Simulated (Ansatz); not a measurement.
## Which is lower?

The two ends of one reaction step of CH$_{5}$AlS, singlet (PBE0-D4/def2-TZVP).

A:

Al1  (-0.884, 0.208, 0.276)
C2  (1.042, 0.030, 0.488)
S3  (-1.876, -0.301, -1.607)
H4  (-0.737, -0.658, -2.224)
H5  (-1.853, 0.721, 1.417)
H6  (1.542, -0.338, -0.410)
H7  (1.489, 0.994, 0.751)
H8  (1.275, -0.656, 1.309)
(Å)

B:

```xyz
8
angstrom
Al -1.9209 0.2639 0.0421
C 1.2002 -0.1387 0.0511
S -2.5346 -0.2742 -1.7858
H 0.5486 -0.3437 -0.8039
H -1.5889 0.7160 1.5069
H 2.2226 -0.3725 -0.2454
H 1.1458 0.9136 0.3329
H 0.9272 -0.7644 0.9019
```

Program: Ansatz 0.2.0. Basis: def2-TZVPP. Cores are frozen in the correlated methods. B3LYP uses VWN-RPA correlation.

(1) Which structure is lower at CCSD(T), and by how much? (Judge from chemistry; the value comes from the calculation.)

No T1 diagnostic of these runs exceeds 0.016.

## Answers

(1) Computed: A, by 87.2 kJ/mol (electronic energy, against the other). By their contacts, A is CH₅AlS ([CH3][AlH][SH]) and B is a complex of AlHS ([AlH][S]) + CH₄.

All methods give the same order:

| method | E(B) − E(A) (kJ/mol) |
| --- | --- |
| SPW92 | 93.8 |
| PBE-D4 | 79.6 |
| BLYP-D4 | 70.1 |
| r2SCAN-D4 | 87.2 |
| B97M-V | 82.3 |
| PBE0-D4 | 90.4 |
| B3LYP-D4 | 80.5 |
| r2SCAN0-D4 | 93.5 |
| BHLYP-D4 | 91.1 |
| CAM-B3LYP-D4 | 92.6 |
| wB97X-V | 99.1 |
| wB97M-V | 91.2 |
| B2PLYP | 82.2 |
| PBE-QIDH | 94.7 |
| RPA on PBE | 83.4 |
| HF | 92.3 |
| MP2 | 86.3 |
| CCSD | 91.7 |
| CCSD(T) | 87.2 |

Labels in which every atom is bracketed show which atoms are joined, not bond orders.

For scale, one of the runs: CCSD(T)/def2-TZVPP, 185 basis functions, launched by `ansatz run in.yaml --threads 2 --pin off --events-out ev --progress --plain --max-ram 4352MiB`. Time: 36 s of wall clock on 2 CPU threads of an Arm Neoverse V2; the host was shared. Peak host memory: 1.7 GiB.
